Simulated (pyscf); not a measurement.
**Four-centre exchange: H₃C–Au (SMILES [CH3][Au]) + H₂ (SMILES [H][H]) -> CH₄ (SMILES C) + AuH (SMILES [AuH])**

Gas phase, singlet surface, charge 0. Bonds broken: C1–Au2, H6–H7. Bonds formed: C1–H6, Au2–H7. Optimised with ωB97X-D3(BJ)/def2-SVP in PySCF.

Transition state (Å):

```xyz
7

C     -0.1366     0.5277     0.2757
Au    -0.5910    -0.9111    -1.8947
H      0.1611     1.5100     0.6768
H     -1.1728     0.4482    -0.0490
H      0.6796    -0.1044    -0.0701
H     -0.6049    -1.0560     0.6435
H     -0.7884    -1.6449    -0.0306
```

One imaginary mode, 1173i cm⁻¹; descent along it reached the two sides named.

```json
[
 {"bond": "C1–Au2", "change": "breaks", "reactant side (Å)": "2.018", "saddle": "2.6", "product side": "4.0"},
 {"bond": "H6–H7", "change": "breaks", "reactant side (Å)": "0.761", "saddle": "0.914", "product side": "3.1"},
 {"bond": "C1–H6", "change": "forms", "reactant side (Å)": "3.8", "saddle": "1.692", "product side": "1.113"},
 {"bond": "Au2–H7", "change": "forms", "reactant side (Å)": "3.1", "saddle": "2.013", "product side": "1.547"}
]
```

Electronic energies relative to the separated reactants (kcal/mol):

```csv
level,barrier,reaction energy,reverse barrier
ωB97X-D3(BJ)/def2-TZVP,70.6,-13.5,84.1
PBE/def2-TZVP,60.1,-13.3,73.4
r²SCAN/def2-TZVP,64.8,-13.3,78.0
B3LYP-D3(BJ)/def2-TZVP,62.9,-13.9,76.8
PBE0-D3(BJ)/def2-TZVP,64.3,-14.4,78.7
M06-2X/def2-TZVP,68.4,-14.2,82.6
ωB97M-D3(BJ)/def2-TZVP,67.7,-16.0,83.7
HF/def2-TZVP,79.9,-21.4,101.3
```

With ωB97M-D3(BJ)/def2-TZVP energies and thermal terms (ideal gas, 1 atm, RRHO with modes under 100 cm⁻¹ raised to 100, one conformer, R ln 2 for chiral ones without a mode under 150 cm⁻¹), in kcal/mol:

```
T (K)   ΔH‡   ΔG‡     ΔH     ΔG
-----  ----  ----  -----  -----
298    67.6  75.0  -13.6  -14.2
600    67.1  82.7  -14.5  -14.5
900    67.1  90.6  -15.2  -14.4
1200   67.3  98.4  -15.6  -14.0
```

The reactants may also form a dative adduct at H₃C–Au; it and routes through it were not searched. The products may also form a dative adduct at AuH; it and routes through it were not searched. From the product side, Au• + H• + CH₄ lies, by one bond made or cut, 16.1 kcal/mol under this saddle at ωB97M-D3(BJ)/def2-TZVP. The same reactants have a lower exit, to CH₃• + Au• + H₂ (no saddle counted: cutting one bond costs +55.8 kcal/mol at ωB97M-D3(BJ)/def2-TZVP, against +67.7 kcal/mol here). This is the saddle that the search found; another between the same sides may lie lower. One closed-shell reference is unstable to symmetry breaking; treat the single-reference values with care. Elements past Kr carry the def2 core potentials, without spin-orbit coupling.
